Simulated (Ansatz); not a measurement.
# SiH₅ (doublet): wave-function methods side by side at distance H1–H2 along a hydrogen transfer = 0.830 Å, cc-pVDZ

Aim: climb from Hartree-Fock through coupled cluster and multireference methods for SiH₅ (doublet) at one geometry and basis, and see what each rung misses.

Method: cc-pVDZ, core rule «outside noble gas», up to 5 orbitals frozen; program: Ansatz 0.2.0, Gaussian basis.

Plan: UHF; CCSD(T) on ROHF; CCSD(T) on UHF; BCCD(T) on ROHF; CISD; CCSDT(Q) on ROHF; CCSDT(Q) on UHF; CCSDTQ on ROHF; CASSCF and MRCISD+Q, 3 electrons in 3 orbitals; CASSCF and NEVPT2, 3 electrons in 3 orbitals; CASSCF and MRCISD+Q, 9 electrons in 9 orbitals; CASSCF and NEVPT2, 9 electrons in 9 orbitals.

### Step 1. The geometry

The geometry derives from fragments relaxed apart (PBE0/def2-TZVP) and kept rigid, so it is no stationary point. A hydrogen atom is moved between rigid fragments.

6 atoms, charge 0, spin multiplicity 2.

Atoms are counted from 1 here; the program's logs count them from 0.

Bond lengths: H1–H2 0.830 Å, Si3–H4 1.486 Å, Si3–H5 1.486 Å, Si3–H6 1.486 Å. Angles: H4–Si3–H5 111.3°, H4–Si3–H6 111.3°, H5–Si3–H6 111.3°.

As a file:

```xyz
6
charge 0, multiplicity 2
H    -2.6781    0.0000    0.0000
H    -1.8481    0.0000    0.0000
Si    0.1029    0.0000    0.0000
H     0.5529   -1.4163    0.0000
H     0.5529    0.7081   -1.2265
H     0.5529    0.7081    1.2265
```

### Step 2. UHF

Input file in.yaml:

```yaml
crystal:
  periodic: [false, false, false]
  atoms:
    - {symbol: H, position_ang: [-2.678089, 0.000000, -0.000001]}
    - {symbol: H, position_ang: [-1.848089, 0.000000, -0.000001]}
    - {symbol: Si, position_ang: [0.102911, 0.000000, 0.000000]}
    - {symbol: H, position_ang: [0.552884, -1.416253, 0.000000]}
    - {symbol: H, position_ang: [0.552885, 0.708126, -1.226511]}
    - {symbol: H, position_ang: [0.552884, 0.708127, 1.226511]}
basis:
  gaussian: {orbitals: cc-pVDZ}
magnetization: {spin_polarized: true, initial_magnetization: 1}
hamiltonian: {xc: hf}
output: {orbitals: {seedname: orbitals}}
```

The run is started by

```console
> ansatz run in.yaml --threads 1 --pin off --events-out ev --progress --plain --max-ram 4096MiB --backend cpu
```

After this run come: CCSD(T) on ROHF; CCSD(T) on UHF; BCCD(T) on ROHF; CISD; CCSDT(Q) on ROHF; CCSDT(Q) on UHF; CCSDTQ on ROHF; CASSCF and MRCISD+Q, 3 electrons in 3 orbitals; CASSCF and NEVPT2, 3 electrons in 3 orbitals; CASSCF and MRCISD+Q, 9 electrons in 9 orbitals; CASSCF and NEVPT2, 9 electrons in 9 orbitals.

Before running them: what should the planned runs give, taken together? Wanted: RCCSDTQ below the RHF energy; RMP2 from RCCSDTQ; UMP2 from RCCSDTQ; RCCSD from RCCSDTQ; RCCSD(T) from RCCSDTQ; UCCSD(T) from RCCSDTQ; RCCSDT(Q) from RCCSDTQ; UCCSDT(Q) from RCCSDTQ; NEVPT2 pair from RCCSDTQ.

As calculated:

| quantity | value |
| --- | --- |
| RCCSDTQ below the RHF energy | -4.6376 eV |
| RMP2 from RCCSDTQ | +1070.9 meV |
| UMP2 from RCCSDTQ | +1069.8 meV |
| RCCSD from RCCSDTQ | +99.7 meV |
| RCCSD(T) from RCCSDTQ | +22.0 meV |
| UCCSD(T) from RCCSDTQ | +22.3 meV |
| RCCSDT(Q) from RCCSDTQ | +0.4 meV |
| UCCSDT(Q) from RCCSDTQ | +0.2 meV |
| NEVPT2 pair from RCCSDTQ | +1004.1 meV |
| NEVPT2 valence from RCCSDTQ | +905.1 meV |
| MRCISD+Q valence from RCCSDTQ | +17.2 meV |
| levels within 1 kcal/mol (43 meV) | RCCSD(T), UCCSD(T), BCCD(T), RCCSDT, UCCSDT, RCCSDT(Q), UCCSDT(Q), MRCISD+Q valence |
| T1 diagnostic | 0.020 |
| effectively unpaired electrons | 1.02 |

What this shows: RCCSD(T) misses by +22.0 meV, 0.5 % of the correlation energy. One determinant dominates. Of the multireference levels listed MRCISD+Q valence comes nearest in total energy (+17.2 meV), which doesn't show that its space is the better one. These misses are within one basis, not against nature; the frozen cores of restricted and unrestricted runs differ, which can shift their rows.
